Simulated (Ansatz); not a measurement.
Ansatz (a first-principles code) input (RPA@PBE/cc-pV(Q+d)Z):
A basis named .json is the Basis Set Exchange file of that set.

Ansatz 0.2 input:
```yaml
crystal:
  periodic: [false, false, false]
  atoms:
    - {symbol: C, position_ang: [0.01220741, -0.07367186, -1.09843497]}
    - {symbol: Cl, position_ang: [-0.00676974, 0.02757824, 0.64005061]}
    - {symbol: H, position_ang: [-0.00895604, 1.00453448, -1.40635815]}
    - {symbol: H, position_ang: [0.96129142, -0.49472735, -1.43294956]}
    - {symbol: H, position_ang: [-0.91049423, -0.53660614, -1.45094277]}
basis:
  gaussian:
    orbitals: cc-pV_Q+d_Z.json
hamiltonian:
  xc: pbe
total_charge: 1
magnetization: {spin_polarized: true, initial_magnetization: 1}
correlation: {method: rpa, electrons: outside_noble_gas}
```

Output:

```
Functional definition: PBE
integrals: 0.40 GiB planned
1223 factors; integrals over basis functions are off by at most 1.2e-3 eV
mean field: 0.98 GiB planned
mean field evaluation 1: about -13579.3716 eV, gradient 5.4e1 eV
mean field evaluation 2: about -13579.3695 eV, gradient 5.4e1 eV
mean field evaluation 4: about -13590.1224 eV, gradient 1.9e1 eV
mean field evaluation 8: about -13592.0972 eV, gradient 2.8e-1 eV
mean field evaluation 16: about -13592.0975 eV, gradient 7.9e-5 eV
mean field evaluation 32: about -13591.8775 eV, gradient 7.1e-1 eV
mean field evaluation 64: about -13568.3358 eV, gradient 3.7e1 eV
mean field evaluation 96: about -13592.0975 eV, gradient 4.8e-6 eV
mean field -13592.09750031 eV, -499.5003700819 hartree, gradient 4.8e-6 eV, S^2 0.752532; 6 other end points of the search recorded, 0 dependent functions left out
6 core orbitals not correlated
reference -13571.50414072 eV, -498.7435780756 hartree; 7, 6 occupied and 196, 197 virtual orbitals, 1223 factors
Total energy: -13589.53795512 eV, -499.4063085309 hartree
```
